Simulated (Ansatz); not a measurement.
Two structures of C$_{2}$H$_{8}$N, doublet, reached by relaxing down either side of one saddle point (PBE0-D4/def2-TZVP). Energies are electronic, without zero-point energy. Computed with Ansatz 0.2.0 (basis: def2-TZVPP and def2-QZVPP); correlated methods freeze the cores; orbitals are unrestricted. Extrapolation: Hartree–Fock as exp(−7.88 √X), correlation as X^−2.97. First:

```tsv
atom	x (Å)	y (Å)	z (Å)
H1	0.3443	0.4987	1.6395
C2	1.2364	0.4406	0.9981
N3	1.0399	0.8566	-0.3793
C4	-1.8037	-1.0802	-0.8750
H5	1.5919	-0.5924	1.0172
H6	2.0153	1.0540	1.4570
H7	0.7149	1.8144	-0.4171
H8	0.3229	0.2888	-0.8176
H9	-2.4474	-0.3265	-1.3048
H10	-1.7129	-1.1638	0.1984
H11	-1.3017	-1.7903	-1.5163
```

Second:

H1  (-0.975, -0.637, 0.351)
C2  (1.530, 0.607, 0.964)
N3  (1.461, 0.931, -0.381)
C4  (-1.753, -0.896, -0.367)
H5  (2.211, -0.186, 1.242)
H6  (1.347, 1.406, 1.670)
H7  (0.727, 1.574, -0.634)
H8  (1.499, 0.150, -1.017)
H9  (-2.173, 0.015, -0.797)
H10  (-2.545, -1.454, 0.132)
H11  (-1.329, -1.508, -1.163)
(Å)

Which bonds change from the first to the second?

CH₅N ([CH3][NH2]) + CH₃ → CH₄N ([CH2][NH2]) + CH₄; bonds formed: H1–C4; bonds broken: H1–C2.

Give the saddle point's structure and its height above each. (An estimate is asked for; the value comes from the calculation.)

Computed: 54.2 kJ/mol above the first and 104.1 kJ/mol above the second (CCSD(T) at an estimated basis limit (MP2 extrapolated from triple and quadruple zeta, plus CCSD(T) − MP2 in triple zeta)).
H1  (-0.270, -0.230, 0.272)
C2  (0.819, 0.283, 0.656)
N3  (1.522, 0.970, -0.371)
C4  (-1.530, -0.807, -0.230)
H5  (1.395, -0.558, 1.046)
H6  (0.533, 0.955, 1.467)
H7  (0.999, 1.749, -0.746)
H8  (1.787, 0.362, -1.133)
H9  (-2.061, 0.051, -0.633)
H10  (-1.989, -1.248, 0.649)
H11  (-1.204, -1.526, -0.977)
(Å)

No T1 diagnostic of these runs exceeds 0.016. ⟨S²⟩ of the unrestricted Hartree–Fock references: 0.76 to 0.79 (a pure state has 0.75).

Labels in which every atom is bracketed show which atoms are joined, not bond orders.

For scale, one of the runs: CCSD(T)/def2-TZVPP, 205 basis functions (an equivalent command: `ansatz run in.yaml --threads 4`). Time: 2.5 min of wall clock on 4 CPU threads; the host was shared. Peak host memory: 7.3 GiB.
